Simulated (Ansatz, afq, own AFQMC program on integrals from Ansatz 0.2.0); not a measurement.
SiH₂O, triplet: AFQMC among the cluster methods

```xyz
4

O    -0.8989   -0.2316    0.0000
H    -1.1482    0.6949    0.0000
H     0.2061   -0.2316    0.0000
Si    1.8411   -0.2316    0.0000
```

Connectivity, by distances: OH ··· Si, 1 bridging H.

Basis cc-pVTZ. Only valence electrons are correlated. Integrals, coupled cluster, full CI and functionals: Ansatz 0.2.0; the random walks run on the same integrals in our own AFQMC program. ph-AFQMC/CISD is guided by a CISD state made of CCSD amplitudes; releasing the constraint for a short imaginary time cuts its bias at the price of noise, slowly where states lie close. ± is one standard error of the sampling.

Determinant: UHF, the one that the program's search chose, which needn't be the lowest solution. The geometry is a point of a scan.

No full CI on the walks' own integrals is used here; CCSDT(Q) serves as the reference and is uncertain by about the last step of the cluster series.

Cautions: lower spins were not checked; the ph-AFQMC/CISD walk drifts between its halves (2.4 errors).

```
T1 diagnostic                               : 0.0173
weight of the determinant in the CISD state : 0.868
⟨S²⟩ of the determinant                     : 2.029
size of the correlated space                : 12 electrons in 86 orbitals
```

Reference: CCSDT(Q), correlation energy -10.169 eV. The released energy is read at 1.62 1/Eh, later times being too noisy (meV from the phaseless value at times in 1/Eh: -13 ± 4 at 0.24, -19 ± 6 at 0.51, -18 ± 6 at 0.99, -21 ± 10 at 1.62, -31 ± 12 at 2.40).

```
         level  E − E(reference) (kcal/mol)  share of correlation (%)
            HF                       234.50                      0.00
           MP2                        22.96                     90.21
          CCSD                         9.55                     95.93
       CCSD(T)                         1.10                     99.53
         CCSDT                         0.51                     99.78
 ph-AFQMC/CISD                  0.57 ± 0.13                     99.76
released AFQMC                  0.09 ± 0.22                     99.96
```

A walk keeps the symmetry of its determinant, which the program's search chose and which needn't be the lowest solution, so a lower state of the same spin and another symmetry isn't excluded. Released energies are given only where the last usable release times agree within the noise; a slower fall can still hide under it.
